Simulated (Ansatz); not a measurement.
## High-frequency dielectric constant of some solids

Method: BLYP in Ansatz (plane waves, PAW). References are measured values at room or unstated temperature, uncorrected unless marked, so that the deviations hold thermal and zero-point effects besides the level's error. The table is a random draw of 6 from 7 solids with such references.

```csv
solid,reference,BLYP,deviation (%)
wurtzite AlN,4.18,4.38,+4.8
diamond-structure Si,11.8,12.6,+6.8
rock-salt MgO,2.96¶,3.14,+6.1
zinc-blende AlP,7.54,7.88,+4.5
3C-SiC,6.52,6.78,+4.0
diamond,5.7,5.77,+1.2
```

Over these 6 solids the mean deviation is +4.6 %, the mean absolute deviation 4.6 % (median 4.6 %), and the worst case diamond-structure Si at +6.8 %; the value is above the reference in 6 of 6 cases. Over all 7, from unrounded values, the mean deviation is +3.9 % and the mean absolute deviation 3.9 % (median 4.5 %).

¶ marks references of a special kind: rock-salt MgO, 2.96 (measured, 296 K, copied from a table, unchecked, long-wavelength limit of the electronic terms of a dispersion formula fitted to measured refractive indices over 0.36-5.4 um; lattice terms left out; as tabulated in doi:10.6028/jres.049.025 ).

Differences are worked out from the printed values.

Each level is taken at its own relaxed cell. Ansatz's density-functional and Hartree–Fock values are scalar-relativistic unless marked +SOC, with PAW data made under PBE.

Not in this set, of the solids of all kinds but layered and molecular ones with a reference value in our tables and a result at some level: 51 for no value at BLYP (not run, a failed fit, an unstable or unbound cell, or a value held back for tests); 3 for a run that failed a test (BLYP); 1 for a high-temperature or high-pressure phase. These can be a level's best or worst cases. At least 9 more with a reference value are held back for tests. Solids without a released value at any level aren't counted. The metals Ce to Yb are counted apart.

References as tabulated in Skelton et al. (2020), arXiv:2005.00277; Skone et al. (2014), arXiv:1501.03184; doi:10.6028/jres.049.025 .

Ansatz is an electronic-structure program.
